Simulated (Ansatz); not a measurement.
A single point on `C#C/C=C/F`.

```yaml
crystal:
  periodic: [false, false, false]
  atoms:
    - {symbol: C, position_ang: [-0.008512, 1.593949, 1.418754]}
    - {symbol: C, position_ang: [-0.088679, 0.842407, 0.483186]}
    - {symbol: C, position_ang: [-0.198453, -0.012602, -0.636665]}
    - {symbol: C, position_ang: [0.207093, -1.276665, -0.603260]}
    - {symbol: F, position_ang: [0.095501, -2.065584, -1.666782]}
    - {symbol: H, position_ang: [0.064675, 2.254692, 2.249708]}
    - {symbol: H, position_ang: [-0.629000, 0.379847, -1.552969]}
    - {symbol: H, position_ang: [0.649476, -1.773245, 0.252228]}
basis:
  gaussian: {orbitals: def2-QZVPP}
correlation: {method: mp2}
```

```sh
$ ansatz run in.yaml --threads 2 --pin off --events-out ev --progress --plain --max-ram 4352MiB
```

It prints (some lines left out):

```
Functional definition: HF
2285 factors; integrals over basis functions are off by at most 9.5e-4 eV
mean field evaluation 1: about -6872.4625 eV, gradient 3.4e1 eV
mean field evaluation 2: about -6872.6353 eV, gradient 3.4e1 eV
mean field evaluation 4: about -6875.5520 eV, gradient 4.2e0 eV
mean field evaluation 8: about -6875.6065 eV, gradient 3.5e-1 eV
mean field -6875.60711316 eV, -252.6739009549 hartree, gradient 2.4e-6 eV, S^2 0.000000; 0 other end points of the search recorded, 0 dependent functions left out; unrestricted orbitals would lower it
mean field evaluation 16: about -6875.6024 eV, gradient 2.0e0 eV
5 core orbitals not correlated: weight in the atoms' cores, before any rotation towards them, 1.000 or more for the frozen orbitals, at most 0.000 for the correlated occupied ones
reference -6875.60711316 eV, -252.6739009549 hartree; 13, 13 occupied and 357, 357 virtual orbitals, 2285 factors
second order -25.10314446 eV of doubles, -0.00000000 eV of singles
Total energy: -6900.71025762 eV, -253.5964244982 hartree
```

Hardware: 2 threads of an Arm Neoverse V2 on a shared host. Wall time 17 s, peak host memory 1.6 GiB.
